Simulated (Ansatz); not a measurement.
# Ytterbium, fcc under LDA: testing the plane-wave cutoff

Aim: find which plane-wave cutoff is enough for energy and pressure. The geometry was relaxed under LDA beforehand and stays fixed; 9 values are run, from 150 to 800 eV. Wanted are the values from which on the energy stays within 10 and 1 meV/atom, and the pressure within 0.5 GPa, of the last run. Within the series other settings stay, but some runs also write fields, which adds to their time. Spin polarisation is left out.

Computed with Ansatz 0.2.0 (DFT LDA, plane waves with PAW, scalar-relativistic, unless a step says otherwise).

## 1. The system as given

It takes space group Fm-3m (No. 225, cubic). The conventional cell has a = 4.914 Å, b = 4.914 Å, c = 4.914 Å, α = 90.00°, β = 90.00°, γ = 90.00°. Yb (site symmetry m-3m) is surrounded by 12 Yb at 3.47 Å.

Structure file:

```cif
data_structure
_symmetry_space_group_name_H-M 'P 1'
_symmetry_Int_Tables_number 1
_cell_length_a 3.4747
_cell_length_b 3.4747
_cell_length_c 3.4747
_cell_angle_alpha 60.000
_cell_angle_beta 60.000
_cell_angle_gamma 60.000
_cell_volume 29.66
loop_
_atom_site_label
_atom_site_type_symbol
_atom_site_fract_x
_atom_site_fract_y
_atom_site_fract_z
_atom_site_occupancy
Yb1 Yb 0.00000 0.00000 0.00000 1
```

## 2. The usual settings first

Input file input.yaml:

```yaml
crystal:
  lattice:
    - [0.0, 2.4569516026, 2.4569516026]
    - [2.4569516026, 0.0, 2.4569516026]
    - [2.4569516026, 2.4569516026, 0.0]
  atoms:
    - { symbol: Yb, position: [0.0, 0.0, 0.0] }
hamiltonian:
  xc: lda
  pseudopotentials:
    kind: paw
    azcp:
      Yb: "pseudopotentials/Yb.paw.azcp"
basis:
  ecutwfc: 420
  fft_grid_basis: typed
kpoints:
  mp_grid: { grid: [18, 18, 18], shift: [0, 0, 0] }
magnetization:
  spin_polarized: false
scf:
  occupations: { method: fermi_dirac, width: 0.1 }
  lower_state_search: "off"
output:
  stress: true
```

Command:

```console
$ ansatz run input.yaml --threads 2 --pin off --max-ram 5120MiB --backend cpu --events-out ev --progress --plain --runs-dir out
```

## 3. With a cutoff of 150 eV

The run at 150 eV.

Edit input.yaml of step 2 so:

```diff
@@ -14,6 +14,6 @@
 basis:
-  ecutwfc: 420
+  ecutwfc: 150
   fft_grid_basis: typed
 kpoints:
-  mp_grid: { grid: [18, 18, 18], shift: [0, 0, 0] }
+  mp_grid: { grid: [11, 11, 11], shift: [0, 0, 0] }
 magnetization:
```

## 4. With a cutoff of 200 eV

The run at 200 eV.

Edit input.yaml of step 3 so:

```diff
@@ -14,3 +14,3 @@
 basis:
-  ecutwfc: 150
+  ecutwfc: 200
   fft_grid_basis: typed
@@ -25 +25,5 @@
   stress: true
+  write_density: true
+  write_potential: true
+  elf: true
+  volumetric_format: npy
```

## 5. With a cutoff of 250 eV

The run at 250 eV.

Edit input.yaml of step 4 so:

```diff
@@ -14,3 +14,3 @@
 basis:
-  ecutwfc: 200
+  ecutwfc: 250
   fft_grid_basis: typed
@@ -25,5 +25 @@
   stress: true
-  write_density: true
-  write_potential: true
-  elf: true
-  volumetric_format: npy
```

## 6. With a cutoff of 300 eV

The run at 300 eV.

Edit input.yaml of step 5 so:

```diff
@@ -14,3 +14,3 @@
 basis:
-  ecutwfc: 250
+  ecutwfc: 300
   fft_grid_basis: typed
```

## 7. With a cutoff of 350 eV

The run at 350 eV.

Edit input.yaml of step 6 so:

```diff
@@ -14,3 +14,3 @@
 basis:
-  ecutwfc: 300
+  ecutwfc: 350
   fft_grid_basis: typed
```

## 8. With a cutoff of 420 eV

The run at 420 eV.

Edit input.yaml of step 7 so:

```diff
@@ -14,3 +14,3 @@
 basis:
-  ecutwfc: 350
+  ecutwfc: 420
   fft_grid_basis: typed
```

## 9. With a cutoff of 500 eV

The run at 500 eV.

Edit input.yaml of step 8 so:

```diff
@@ -14,3 +14,3 @@
 basis:
-  ecutwfc: 420
+  ecutwfc: 500
   fft_grid_basis: typed
```

## 10. With a cutoff of 600 eV

The run at 600 eV.

Edit input.yaml of step 9 so:

```diff
@@ -14,3 +14,3 @@
 basis:
-  ecutwfc: 500
+  ecutwfc: 600
   fft_grid_basis: typed
@@ -25 +25,5 @@
   stress: true
+  write_density: true
+  write_potential: true
+  elf: true
+  volumetric_format: npy
```

## 11. With a cutoff of 800 eV

The run at 800 eV.

Edit input.yaml of step 10 so:

```diff
@@ -14,3 +14,3 @@
 basis:
-  ecutwfc: 600
+  ecutwfc: 800
   fft_grid_basis: typed
@@ -25,5 +25 @@
   stress: true
-  write_density: true
-  write_potential: true
-  elf: true
-  volumetric_format: npy
```

(Steps that only read results are left out.)

**Question.** What will these runs give?

The runs gave:

| quantity | value |
| --- | --- |
| E(σ → 0) stays within 10 meV/atom of 800 eV | from 350 eV on |
| E(σ → 0) stays within 1 meV/atom | from 500 eV on |
| pressure stays within 0.5 GPa | from 300 eV on |
| pressure at 800 eV | 0.01 GPa |
| CPU time, dearest over cheapest | 4.4 |
| run at the usual settings (mesh 18×18×18 against the series' 11×11×11, 420 eV) | +2.3 meV/atom from 800 eV, 0.00 GPa |

What this shows: The far end, 150 eV, lies +47983 meV/atom and +76.3 GPa from the yardstick. The energy falls at each step up in cutoff, as the variational principle asks. Total energies within 1 meV/atom need 500 eV; differences between like structures often settle sooner. The cell taken over is 28 % smaller than the measured one (41.28 Å³/atom, COD), which weighs on all values here.
